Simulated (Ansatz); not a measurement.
# CH2O3: the cost of one run

Computed with Ansatz 0.2.0 (MP2 on Hartree-Fock, Gaussian basis cc-pVTZ, and further levels as typed in the inputs, unless a step's input says otherwise).

**1. Starting point**

Bond lengths: C1–O2 1.198 Å, C1–O3 1.357 Å, C1–O4 1.338 Å, O3–H5 0.966 Å, O4–H6 0.965 Å. Angles: O2–C1–O3 125.3°, O2–C1–O4 124.4°, O3–C1–O4 110.3°, C1–O3–H5 105.6°, C1–O4–H6 108.0°.

As a file:

```xyz
6

C    -0.0160   -0.0144    0.0000
O    -0.0053    1.1831    0.0000
O     1.0841   -0.8090    0.0000
O    -1.1276   -0.7599    0.0000
H     1.8389   -0.2067    0.0000
H    -0.8642   -1.6879    0.0000
```

**2. Harmonic vibrations: CH2O3**

It takes the final geometry of an earlier run.

input.yaml reads:

```yaml
crystal:
  periodic: [false, false, false]
  atoms:
    - { symbol: C, position_ang: [-0.01599379, -0.01443868, 0.0] }
    - { symbol: O, position_ang: [-0.0052561, 1.18307144, 0.0] }
    - { symbol: O, position_ang: [1.08414533, -0.80904905, 0.0] }
    - { symbol: O, position_ang: [-1.12759085, -0.75993776, 0.0] }
    - { symbol: H, position_ang: [1.83889812, -0.20673155, 0.0] }
    - { symbol: H, position_ang: [-0.86420272, -1.68791439, 0.0] }
basis:
  gaussian: { orbitals: cc-pVTZ }
hamiltonian:
  xc: hf
correlation:
  method: mp2
phonons: {}
```

The run is started by

```console
$ ansatz run input.yaml --threads 4 --pin off --max-ram 12288MiB --backend cpu --events-out ev --progress --plain --runs-dir out
```

**Question.** How long does this run take on 4 threads of Intel Xeon 6975P-C (Granite Rapids), shared host, and how much memory does it need?

About 32 s, with a peak of 0.46 GiB.
